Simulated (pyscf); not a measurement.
One multi-bond step on the singlet surface with elements of a group swapped. ωB97M-D3(BJ)/def2-TZVP, eV, from the separated reactants. Optimised with ωB97X-D3(BJ)/def2-SVP in PySCF.

| step | barrier | reaction energy | imaginary mode (i cm⁻¹) |
|---|---|---|---|
| `[CH3][SnH]` [singlet] + `[H][H]` + `[H][H]` → `[CH3][SnH3]` + `[H][H]` | 1.81 | -0.96 | 1916 |
| `[CH3][GeH]` [singlet] + `[H][H]` + `[H][H]` → `[CH3][GeH3]` + `[H][H]` | ? | ? | 1677 |

Task: Some entries are withheld; supply them.

Result: 
- `[CH3][GeH]` [singlet] + `[H][H]` + `[H][H]` → `[CH3][GeH3]` + `[H][H]`, barrier: 1.47
- `[CH3][GeH]` [singlet] + `[H][H]` + `[H][H]` → `[CH3][GeH3]` + `[H][H]`, reaction energy: -1.82

Each row is the saddle that its search found. Elements up to Kr have no core potential and no relativistic terms here. Elements past Kr carry the def2 core potentials, without spin-orbit coupling.
